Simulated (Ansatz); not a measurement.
This script drives Ansatz 0.2.0 through its Python package.

`composite.py`
```python
# -*- coding: utf-8 -*-
"""Relax AlClHS cheaply, then refine its energy."""

import itertools

import ansatz as az
from ase import Atoms
from ase.data import atomic_numbers, covalent_radii
import numpy as np

atoms = Atoms(["S", "Al", "Cl", "H"], positions=[
    (0.0543, 1.1175, -0.9613),
    (-0.8263, -0.6729, 0.073),
    (0.4964, -2.3255, 0.6208),
    (0.3311, 1.8206, 0.2473),
])
system = az.Crystal.molecule_from_ase(atoms)

calc = (
    system.calculation()
    .basis(gaussian="def2-SVP")
    .functional("b3lyp")
    .spin("collinear", total=1)
)
symbols = [site.symbol for site in system.cartesian_sites]
start = np.array([site.position_ang for site in system.cartesian_sites], dtype=float)
data = calc.relax(force_tolerance=0.01).run(threads=1, backend="cpu").report
end = np.array(data["positions_ang"])
# pairs closer than 1.2 times the sum of covalent radii, before or after
radius = [covalent_radii[atomic_numbers[s]] for s in symbols]
span = lambda where, i, j: np.linalg.norm(where[i] - where[j])
bonded = [(i, j) for i, j in itertools.combinations(range(len(symbols)), 2) if min(span(start, i, j), span(end, i, j)) < 1.2 * (radius[i] + radius[j])]
print("pair        before    after (A)")
for i, j in bonded:
    print(f"{symbols[i]}{i}-{symbols[j]}{j}".ljust(10), f"{span(start, i, j):8.4f} {span(end, i, j):8.4f}")
for first, second in list(itertools.combinations(bonded, 2)):
    shared = set(first) & set(second)
    if shared and symbols[(j := shared.pop())] != "H":
        i, k = sorted((set(first) | set(second)) - {j})
        u, v = end[i] - end[j], end[k] - end[j]
        angle = np.degrees(np.arccos(np.clip(u @ v / np.linalg.norm(u) / np.linalg.norm(v), -1, 1)))
        print(f"final angle {symbols[i]}{i}-{symbols[j]}{j}-{symbols[k]}{k}: {angle:.2f} deg")

minimum = az.Crystal.molecule()
for symbol, place in zip(symbols, end):
    minimum = minimum.atom(symbol, place.tolist())
at_minimum = minimum.calculation().spin("collinear", total=1)
# MP2 extrapolated to the basis limit, plus the small-basis difference CCSD(T) - MP2
level = lambda method, basis: at_minimum.basis(gaussian=basis).correlation(method).run(threads=1, backend="cpu").report
small, large, cluster = level("mp2", "cc-pVDZ"), level("mp2", "cc-pVTZ"), level("ccsd_t", "cc-pVDZ")
corr = lambda each: (each["free_energy_ev"] - each["reference_energy_ev"]) / 27.211386246
mp2_limit = (27 * corr(large) - 8 * corr(small)) / 19
pieces = {"HF / cc-pVTZ": large["reference_energy_ev"] / 27.211386246, "MP2 correlation, DZ-TZ limit": mp2_limit, "CCSD(T) - MP2 / cc-pVDZ": corr(cluster) - corr(small)}
for name, value in pieces.items():
    print(f"{name:32s} {value:14.6f} Ha")
print(f"{'sum':32s} {sum(pieces.values()):14.6f} Ha")
print("T1 diagnostic", round(cluster["correlation"]["coupled_cluster"]["t1_diagnostic"], 4))
```

It is started by `python composite.py`. How long does it take on 1 thread of Arm Neoverse V1 (shared host), and how much memory does it need?

It took about 43 s, with a peak of 0.29 GiB, for 4 runs of the engine.

```console
$ python composite.py
pair        before    after (A)
S0-Al1       2.2474   2.2160
S0-H3        1.4254   1.3547
Al1-Cl2      2.1865   2.1262
final angle Al1-S0-H3: 93.48 deg
final angle S0-Al1-Cl2: 116.71 deg
HF / cc-pVTZ                       -1099.676596 Ha
MP2 correlation, DZ-TZ limit          -0.459130 Ha
CCSD(T) - MP2 / cc-pVDZ               -0.041507 Ha
sum                                -1100.177234 Ha
T1 diagnostic 0.015
```

What to keep in mind:
- Total energies depend on the basis set; only differences at equal settings carry meaning.
- The sum leaves out core correlation, relativity, the Hartree-Fock basis error and zero-point energy; a DZ-TZ extrapolation is rough.
- The run takes the species as open-shell (spin multiplicity 2), which needn't be its ground state.
- b3lyp holds the VWN-RPA fit, as in Gaussian; the form of ORCA and Turbomole is b3lyp5.
- Inner cores stay frozen, so this is valence correlation.
- For Al to Cl the sets with a tight d function, cc-pV(X+d)Z, are usual.
- An extrapolation from small basis sets is rough.
